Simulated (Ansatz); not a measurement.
A nudged elastic band was laid between two geometries of C$_{2}$H$_{4}$OS (8 atoms, charge 0, multiplicity 1).

Method: Ansatz 0.2.0, RKS PBE0-D4/def2-SVP.

```
movable images  : 7
climbing image  : yes
spring          : 5.0 eV/Å²
optimiser       : quadratic models (default)
start path      : through a guess of the saddle point
force threshold : 0.03 eV/Å
iteration limit : 59
end points      : relaxed
```

First end point:

```xyz
8
Properties=species:S:1:pos:R:3
O -1.156 0.939 0.615
C -0.615 -0.149 -0.004
C 0.781 -0.173 -0.480
S 0.476 -1.288 0.926
H -0.520 1.268 1.264
H -1.374 -0.649 -0.616
H 1.009 -0.657 -1.436
H 1.400 0.708 -0.268
```

Last end point:

```xyz
8
Properties=species:S:1:pos:R:3
O -0.766 0.830 1.081
C -0.494 -0.159 0.162
C 0.841 -0.218 -0.480
S 0.529 -1.519 0.744
H -1.237 1.536 0.621
H -1.358 -0.481 -0.440
H 0.928 -0.540 -1.524
H 1.556 0.551 -0.165
```

**Question.** Which bonds break or form, and what moves?

**Answer.** No bond is made or broken. The dihedral H5–O1–C2–C3 goes from -45 to 98°.

**Question.** Give the energies along the band, and the barrier.

**Answer.** It converged. The highest image is number 5 of 0 to 8, 3.8 kcal/mol above the first end and 0.2 kcal/mol above the last; the last end lies 3.6 kcal/mol above the first. A vibrational analysis at the climbing image gives one clearly imaginary mode, 231i cm⁻¹: a first-order saddle point.

| image | path coordinate (Å) | energy (kcal/mol) | dihedral H5–O1–C2–C3 (°) |
| --- | --- | --- | --- |
| 0 | 0.00 | 0.0 | -45 |
| 1 | 0.23 | 0.4 | -29 |
| 2 | 0.46 | 1.3 | -11 |
| 3 | 0.69 | 2.5 | 10 |
| 4 | 0.92 | 3.5 | 31 |
| 5 | 1.15 | 3.8 | 53 |
| 6 | 1.33 | 3.8 | 69 |
| 7 | 1.52 | 3.6 | 83 |
| 8 | 1.70 | 3.6 | 98 |

**Question.** What is the geometry of the highest image?

**Answer.** 
```xyz
8
Properties=species:S:1:pos:R:3
O -0.972 0.759 1.017
C -0.573 -0.207 0.126
C 0.798 -0.188 -0.435
S 0.500 -1.526 0.746
H -0.794 1.622 0.627
H -1.376 -0.585 -0.524
H 0.952 -0.480 -1.480
H 1.465 0.605 -0.077
```

**Question.** What are the harmonic wavenumbers there?

**Answer.** 231i, 364, 456, 689, 713, 903, 927, 1028, 1048, 1139, 1254, 1289, 1384, 1455, 3122, 3127, 3224, 3871 cm⁻¹.

Run time: 2.5 min on 1 thread of Arm Neoverse V1, on a shared host, peak memory 0.15 GiB.
